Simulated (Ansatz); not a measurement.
**A relaxation, step by step**

SiNH₆Cl, closed shell, PBE0-D4/def2-TZVP (Ansatz 0.2.0). Settings:

```yaml
hamiltonian: {xc: pbe0, dispersion: d4}
relax: {f_tol: 0.005, max_steps: 200}
```

Start, a step off a saddle point along its unstable mode:

```
9
angstrom
Si -0.1346 0.1066 -0.8650
N 0.0209 -0.4531 0.9312
H -1.3258 0.9599 -1.1322
H 1.1088 0.0351 -1.6727
H -0.7269 -1.2607 -1.2009
H 0.4584 0.3758 1.3657
Cl 0.8526 2.0921 0.0800
H 0.6190 -1.2580 1.1001
H -0.8724 -0.5978 1.3937
```

| step | energy less the last (meV) | largest force component (eV/Å) |
| --- | --- | --- |
| 1 | 618.4 | 0.889 |
| 3 | 579.1 | 0.392 |
| 5 | 567.3 | 0.076 |
| 7 | 561.2 | 0.052 |
| 9 | 560.8 | 0.026 |
| 11 (rejected trial) | 563.5 | 0.367 |
| 13 (rejected trial) | 560.3 | 0.248 |
| 15 | 558.0 | 0.095 |
| 17 | 557.1 | 0.048 |
| 19 | 555.6 | 0.071 |
| 21 | 554.7 | 0.040 |
| 23 | 553.7 | 0.111 |
| 25 | 552.8 | 0.067 |
| 27 | 523.2 | 0.467 |
| 29 | 345.0 | 0.660 |
| 31 | 156.9 | 0.660 |
| 33 | 17.8 | 0.134 |
| 35 | 3.1 | 0.151 |
| 37 | 0.0 | 0.011 |
| 38 | 0.0 | 0.002 |

Step 21, positions (Å) and forces (eV/Å):

| atom | x | y | z | Fx | Fy | Fz |
| --- | --- | --- | --- | --- | --- | --- |
| Si1 | -0.133 | 0.168 | -0.874 | -0.010 | -0.028 | -0.009 |
| N2 | 0.095 | -0.451 | 0.977 | -0.002 | -0.004 | 0.022 |
| H3 | -1.313 | 0.898 | -1.402 | 0.012 | -0.004 | 0.000 |
| H4 | 1.135 | 0.093 | -1.634 | -0.005 | 0.000 | -0.001 |
| H5 | -0.656 | -1.248 | -1.123 | 0.005 | 0.018 | 0.005 |
| H6 | 0.812 | 0.128 | 1.414 | -0.015 | -0.034 | 0.000 |
| Cl7 | 0.519 | 2.137 | 0.137 | -0.003 | 0.040 | -0.008 |
| H8 | 0.312 | -1.443 | 1.024 | -0.015 | 0.024 | 0.002 |
| H9 | -0.772 | -0.283 | 1.483 | 0.032 | -0.014 | -0.011 |

Step 27, positions (Å) and forces (eV/Å):

```json
{"atom": "Si1", "x": "-0.178", "y": "0.239", "z": "-0.879", "Fx": "-0.285", "Fy": "-0.190", "Fz": "-0.467"}
{"atom": "N2", "x": "0.172", "y": "-0.480", "z": "0.998", "Fx": "0.261", "Fy": "0.119", "Fz": "0.242"}
{"atom": "H3", "x": "-1.193", "y": "0.936", "z": "-1.764", "Fx": "0.340", "Fy": "-0.130", "Fz": "0.144"}
{"atom": "H4", "x": "1.162", "y": "0.057", "z": "-1.502", "Fx": "-0.103", "Fy": "0.024", "Fz": "0.062"}
{"atom": "H5", "x": "-0.791", "y": "-1.161", "z": "-1.032", "Fx": "-0.024", "Fy": "0.235", "Fz": "0.065"}
{"atom": "H6", "x": "1.020", "y": "-0.069", "z": "1.387", "Fx": "-0.099", "Fy": "-0.064", "Fz": "-0.084"}
{"atom": "Cl7", "x": "0.167", "y": "2.140", "z": "0.183", "Fx": "-0.065", "Fy": "0.093", "Fz": "0.078"}
{"atom": "H8", "x": "0.228", "y": "-1.494", "z": "1.010", "Fx": "-0.045", "Fy": "0.033", "Fz": "0.006"}
{"atom": "H9", "x": "-0.587", "y": "-0.169", "z": "1.600", "Fx": "0.020", "Fy": "-0.120", "Fz": "-0.046"}
```

Step 37, positions (Å) and forces (eV/Å):

```
atom       x       y       z      Fx      Fy      Fz
 Si1  -0.384   0.519  -1.297  -0.008   0.010  -0.011
  N2   0.431  -0.745   1.295   0.001  -0.002   0.003
  H3  -0.786   1.103  -2.605   0.002  -0.004   0.001
  H4   0.990  -0.007  -1.426   0.002  -0.004   0.002
  H5  -1.379  -0.504  -0.919   0.002  -0.003   0.002
  H6   1.256  -0.240   1.598   0.000   0.001  -0.001
 Cl7  -0.438   2.113   0.015   0.002   0.000   0.006
  H8   0.623  -1.733   1.400   0.000   0.002  -0.001
  H9  -0.313  -0.508   1.939  -0.001   0.000   0.000
```

Last step (38):

```xyz
9
angstrom
Si -0.3848 0.5207 -1.2996
N 0.4315 -0.7461 1.2971
H -0.7862 1.1052 -2.6070
H 0.9881 -0.0086 -1.4268
H -1.3804 -0.5022 -0.9205
H 1.2535 -0.2366 1.5977
Cl -0.4355 2.1128 0.0153
H 0.6279 -1.7339 1.4032
H -0.3142 -0.5112 1.9407
```

Hardware: 2 CPU threads of an Arm Neoverse V1, shared host. Wall time about 100 s.
